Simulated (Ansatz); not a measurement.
## Basis-set limit of BSiH₅, singlet

```
atom    x (Å)    y (Å)    z (Å)
   B  -2.1129   0.0401   0.0000
   H  -2.7096   1.0737   0.0000
   H  -2.7096  -0.9935   0.0000
   H  -0.9194   0.0401   0.0000
  Si   0.9301   0.0401   0.0000
   H   1.5423  -0.8342   1.0900
   H   1.5423  -0.8342  -1.0900
```

Ansatz 0.2.0, RHF determinant, valence electrons correlated. Energies in eV.

```json
{"set": "def2-TZVPP", "X": "3", "functions": "143", "Hartree–Fock": "-8609.6270", "MP2 correlation": "-6.3639", "CCSD(T) correlation": "-7.8545", "time": "6.5 s on 1 × NVIDIA H100 80GB HBM3 with 1 thread of AMD EPYC 7R13 Processor (Zen 3), on a shared host"}
{"set": "def2-QZVPP", "X": "4", "functions": "277", "Hartree–Fock": "-8609.9084", "MP2 correlation": "-6.7699", "CCSD(T) correlation": "-8.1688", "time": "8 s on 1 × NVIDIA H100 80GB HBM3 with 1 thread of AMD EPYC 7R13 Processor (Zen 3), with other jobs on the host"}
```

Hartree–Fock is taken to follow E(X) = E∞ + A·exp(−7.88·√X), correlation E(X) = E∞ + B·X^−2.97.

Cautions: restricted determinant unstable towards unrestricted.

Task: Work out the CCSD(T) energy at the limit, and how far the shortcut misses it that extrapolates MP2 and adds CCSD(T) minus MP2 from the smaller set.

Result: Hartree–Fock: E∞ = E4 + 0.1377·(E4 − E3) = -8609.9472. Correlation: E∞ = E4 + 0.7407·(E4 − E3) = -8.4017 for CCSD(T) and -7.0707 for MP2. The limit is -8618.3489 eV, 0.272 eV below def2-QZVPP. The shortcut gives a correlation energy of -7.0707 + (-1.4905) = -8.5612, 159 meV lower than the direct value.

Past Ne part of the Hartree–Fock step between the two sets comes from the cores, which don't follow the formula, so the 39 meV that it adds to the total can overshoot; that part largely cancels in differences.
